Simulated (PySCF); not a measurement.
2,2,2-trifluoroethanethiol, C2H3F3S.
Z-matrix (Å and degrees, PBE0-D3(BJ)/def2-SVP geometry), rows numbered from 1:
```
F 
C   1  1.3367
F   2  1.3382  1  107.43
F   2  1.3295  1  107.73  3   115.87
C   2  1.5116  1  111.39  3  -120.41
S   5  1.8073  2  114.40  1   -59.99
H   5  1.0992  2  108.22  1    65.14
H   5  1.0991  2  107.94  1  -178.49
H   6  1.3502  5   95.84  2    67.09
```

All values: PBE0/pcSseg-1 and CAM-B3LYP/def2-SVPD (PySCF, non-relativistic), on one gas-phase PBE0-D3(BJ)/def2-SVP geometry that isn't relaxed in the solvent. The solvent is an IEF-PCM continuum (cavity from Bondi-type radii × 1.2). The model holds no explicit solvent molecules, cavitation or dispersion.

Gas phase at PBE0/pcSseg-1: HOMO -7.51 eV, LUMO 0.29 eV, dipole 1.70 D.

Problem. What does the continuum do to the energy, the frontier levels and the dipole at PBE0/pcSseg-1 in benzene and chloroform?

Solution. 
| solvent | ε | E(solvent) − E(gas) (kJ/mol) | polarisation term (kJ/mol) | distortion of the solute (kJ/mol) | HOMO (eV) | LUMO (eV) | dipole (D) |
| --- | --- | --- | --- | --- | --- | --- | --- |
| benzene | 2.271 | -8.63 | -9.10 | 0.47 | -7.42 | 0.49 | 1.87 |
| chloroform | 4.711 | -13.81 | -15.04 | 1.23 | -7.39 | 0.58 | 1.98 |

The first energy column is the sum of the next two and covers electrostatics alone. From benzene to chloroform the lowering changes by a factor 1.60, Onsager's factor (ε − 1)/(2ε + 1) by 1.55 and ε itself by 2.1.

Problem. Which radius a makes the point-dipole formula ΔE = −[(ε − 1)/(2ε + 1)]·μ²/a³ give the value in chloroform, with the gas-phase dipole?

Solution. μ = 0.670 au and |ΔE| = 0.00526 Eh give a = 1.65 Å; the farthest nucleus lies 2.25 Å from the centroid of the nuclei, so such a sphere wouldn't even hold the nuclei. The formula assumes a rigid point dipole at the centre of a sphere.

Problem. Which IAO charges (PBE0/pcSseg-1) respond most in benzene (means over atoms taken as equivalent)?

Solution. 
```csv
atoms,environment,gas (e),solvent (e),change
S6,thiol sulfur,-0.031,-0.045,-0.014
H9,S–H hydrogen,+0.100,+0.110,+0.010
H7/H8,methylene hydrogen,+0.180,+0.187,+0.007
F1/F3/F4,fluorine of a CF3 group,-0.281,-0.283,-0.002
C5,sp3 carbon bound to sulfur,-0.396,-0.398,-0.002
C2,CF3 carbon,+0.809,+0.810,+0.001
```

Problem. How do the nuclear quadrupole coupling constants eQVzz/h respond in benzene?

Solution. 
```json
{"nucleus": "33S at S6", "Q (barn)": "-0.06781", "gas (MHz)": "48.79", "solvent (MHz)": "47.70", "η gas": "0.63", "η solvent": "0.65"}
```

Gas phase at CAM-B3LYP/def2-SVPD: HOMO -8.94 eV, LUMO 0.71 eV, dipole 1.76 D.

Problem. What does the continuum do to the energy, the frontier levels and the dipole at CAM-B3LYP/def2-SVPD in benzene and chloroform?

Solution. 
```tsv
solvent	ε	E(solvent) − E(gas) (kJ/mol)	polarisation term (kJ/mol)	distortion of the solute (kJ/mol)	HOMO (eV)	LUMO (eV)	dipole (D)
benzene	2.271	-8.61	-9.16	0.55	-8.83	0.90	1.96
chloroform	4.711	-13.82	-15.29	1.47	-8.79	0.98	2.10
```

Problem. How does the static polarisability (CAM-B3LYP/def2-SVPD, frozen core, with the continuum's full static response) change?

Solution. 
| medium | isotropic (au) | principal values (au) | ⟨r²⟩ of the electrons (bohr²) |
| --- | --- | --- | --- |
| gas | 48.6 | 44.4, 45.4, 56.1 | 692.7 |
| benzene | 54.7 | 50.2, 51.2, 62.7 | 692.9 |
| chloroform | 58.9 | 54.5, 55.3, 66.8 | 693.0 |

The isotropic value in chloroform is 1.21 times the gas-phase one; no cavity-field correction is applied. ⟨r²⟩ is taken about the centre of nuclear charge.
